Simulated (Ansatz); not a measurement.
**Platinum, fcc under r²SCAN: convergence with the Gaussian smearing**

How small must the Gaussian smearing width be for energy and pressure to settle? The geometry was relaxed under r²SCAN beforehand and stays fixed; 7 values are run, from 0.01 to 1.0 eV. Wanted are the values from which on the energy stays within 10 and 1 meV/atom, and the pressure within 0.5 GPa, of the narrowest run. Within the series other settings stay, but some runs also write fields, which adds to their time. Spin polarisation is left out.

Computed with Ansatz 0.2.0 (DFT r²SCAN, plane waves with PAW, scalar-relativistic, unless a step says otherwise).

## Step 1: The structure to begin with

Symmetry: Fm-3m, No. 225, cubic system. Conventional cell: a = 3.941 Å, b = 3.941 Å, c = 3.941 Å, α = 90.00°, β = 90.00°, γ = 90.00°. Pt (site symmetry m-3m) has 12 Pt at 2.79 Å as nearest neighbours.

Coordinates:

```cif
data_structure
_symmetry_space_group_name_H-M 'P 1'
_symmetry_Int_Tables_number 1
_cell_length_a 2.7868
_cell_length_b 2.7868
_cell_length_c 2.7868
_cell_angle_alpha 60.000
_cell_angle_beta 60.000
_cell_angle_gamma 60.000
_cell_volume 15.30
loop_
_atom_site_label
_atom_site_type_symbol
_atom_site_fract_x
_atom_site_fract_y
_atom_site_fract_z
_atom_site_occupancy
Pt1 Pt 0.00000 0.00000 0.00000 1
```

## Step 2: With a width of 0.01 eV

The run at 0.01 eV.

Input file input.yaml:

```yaml
crystal:
  lattice:
    - [0.0, 1.9705765473, 1.9705765473]
    - [1.9705765473, 0.0, 1.9705765473]
    - [1.9705765473, 1.9705765473, 0.0]
  atoms:
    - { symbol: Pt, position: [0.0, 0.0, 0.0] }
hamiltonian:
  xc: r2scan
  pseudopotentials:
    kind: paw
    azcp:
      Pt: "pseudopotentials/Pt.paw.azcp"
basis:
  ecutwfc: 500
  fft_grid_basis: typed
kpoints:
  mp_grid: { grid: [14, 14, 14], shift: [0, 0, 0] }
magnetization:
  spin_polarized: false
scf:
  occupations: { method: gaussian, width: 0.01 }
  lower_state_search: "off"
output:
  stress: true
  write_density: true
  write_potential: true
  elf: true
  volumetric_format: npy
```

Launch:

```bash
ansatz run input.yaml --threads 2 --pin off --max-ram 5120MiB --backend cpu --events-out ev --progress --plain --runs-dir out
```

## Step 3: With a width of 0.03 eV

The run at 0.03 eV.

Changes to input.yaml since step 2:

```diff
@@ -21,3 +21,3 @@
 scf:
-  occupations: { method: gaussian, width: 0.01 }
+  occupations: { method: gaussian, width: 0.03 }
   lower_state_search: "off"
@@ -25,5 +25 @@
   stress: true
-  write_density: true
-  write_potential: true
-  elf: true
-  volumetric_format: npy
```

## Step 4: With a width of 0.1 eV

The run at 0.1 eV.

Changes to input.yaml since step 3:

```diff
@@ -21,3 +21,3 @@
 scf:
-  occupations: { method: gaussian, width: 0.03 }
+  occupations: { method: gaussian, width: 0.1 }
   lower_state_search: "off"
```

## Step 5: With a width of 0.2 eV

The run at 0.2 eV.

Changes to input.yaml since step 4:

```diff
@@ -21,3 +21,3 @@
 scf:
-  occupations: { method: gaussian, width: 0.1 }
+  occupations: { method: gaussian, width: 0.2 }
   lower_state_search: "off"
```

## Step 6: With a width of 0.3 eV

The run at 0.3 eV.

Changes to input.yaml since step 5:

```diff
@@ -21,3 +21,3 @@
 scf:
-  occupations: { method: gaussian, width: 0.2 }
+  occupations: { method: gaussian, width: 0.3 }
   lower_state_search: "off"
```

## Step 7: With a width of 0.6 eV

The run at 0.6 eV.

Changes to input.yaml since step 6:

```diff
@@ -21,3 +21,3 @@
 scf:
-  occupations: { method: gaussian, width: 0.3 }
+  occupations: { method: gaussian, width: 0.6 }
   lower_state_search: "off"
```

## Step 8: With a width of 1.0 eV

The run at 1.0 eV.

Changes to input.yaml since step 7:

```diff
@@ -21,3 +21,3 @@
 scf:
-  occupations: { method: gaussian, width: 0.6 }
+  occupations: { method: gaussian, width: 1.0 }
   lower_state_search: "off"
@@ -25 +25,5 @@
   stress: true
+  write_density: true
+  write_potential: true
+  elf: true
+  volumetric_format: npy
```

(Steps that only read results are left out.)

Q: Predict the outcome of this session.

The runs gave:

| quantity | value |
| --- | --- |
| E(σ → 0) stays within 10 meV/atom of 0.01 eV | up to 0.3 eV |
| E(σ → 0) stays within 1 meV/atom | up to 0.2 eV |
| pressure stays within 0.5 GPa | up to 0.2 eV |
| pressure at 0.01 eV | -0.46 GPa |
| energy of a separate run on a finer mesh (22×22×22) | +3.9 meV/atom from 0.01 eV |

What this shows: The far end, 1.0 eV, lies -50.0 meV/atom and +3.4 GPa from the yardstick. The free energy F moves by -301.7 meV/atom over the range, and the estimate for σ → 0 by -50.0. In theory F falls as the square of the width under this scheme, but here the ratio is not steady: the mesh at narrow widths, or a density of states that varies over the wide ones, can both cause that. The mesh (14×14×14) is fixed, so the narrowest widths carry a k-point error of their own. The yardstick itself is unsettled by 3.9 meV/atom against the finer mesh, so the thresholds above hold only within this series, and wider smearing, which averages over more states, can land nearer the fine-mesh value than the narrowest does.
